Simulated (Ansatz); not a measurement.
Input file:

```yaml
crystal:
  periodic: [false, false, false]
  atoms:
    - {symbol: B, position_ang: [0.000000, 0.000000, 0.000000]}
    - {symbol: S, position_ang: [0.000000, 0.000000, 2.775000]}
basis:
  gaussian: {orbitals: 6-31G}
total_charge: 1
magnetization: {spin_polarized: false, initial_magnetization: 2}
correlation: {method: fci, electrons: outside_noble_gas}
```

```sh
$ ansatz run in.yaml --threads 1 --pin off --events-out ev --progress --plain --max-ram 2393MiB
```

Output:

```
441 factors; integrals over basis functions are off by at most 6.1e-8 eV
mean field evaluation 1: about -11472.3123 eV, gradient 1.6e1 eV
mean field evaluation 2: about -11472.3379 eV, gradient 1.6e1 eV
mean field evaluation 4: about -11474.8689 eV, gradient 3.2e0 eV
mean field evaluation 8: about -11475.1367 eV, gradient 1.0e0 eV
mean field evaluation 16: about -11475.1615 eV, gradient 1.2e-6 eV
mean field evaluation 32: about -11474.7379 eV, gradient 6.3e0 eV
mean field evaluation 64: about -11475.1568 eV, gradient 4.4e-1 eV
mean field -11475.79901526 eV, -421.7278352350 hartree, gradient 1.8e-6 eV, S^2 2.000000; 9 other end points of the search recorded, 0 dependent functions left out
mean field evaluation 96: about -11475.2872 eV, gradient 8.0e-4 eV
mean field evaluation 128: about -11475.8773 eV, gradient 4.4e-1 eV
mean field evaluation 160: about -11475.8689 eV, gradient 1.2e0 eV
mean field evaluation 192: about -11472.7499 eV, gradient 2.5e0 eV
mean field evaluation 224: about -11471.9017 eV, gradient 5.6e0 eV
determinant -11475.79901526 eV, -421.7278352350 hartree, with singles and doubles -11478.23035335 eV, -421.8171852615 hartree
determinant -11475.16149871 eV, -421.7044069336 hartree, with singles and doubles -11477.52984672 eV, -421.7914421180 hartree
6 core orbitals not correlated: weight in the atoms' cores, before any rotation towards them, 1.000 or more for the frozen orbitals, at most 0.000 for the correlated occupied ones
reference -11475.79901526 eV, -421.7278352350 hartree; 5, 3 occupied and 11, 13 virtual orbitals, 441 factors
state -11478.27788933 eV, -421.8189321767 hartree
Total energy: -11478.27788933 eV, -421.8189321767 hartree
```

Ran on 1 thread of Intel Xeon Platinum 8259CL, shared host: 7.5 s wall, 0.15 GiB peak host memory.
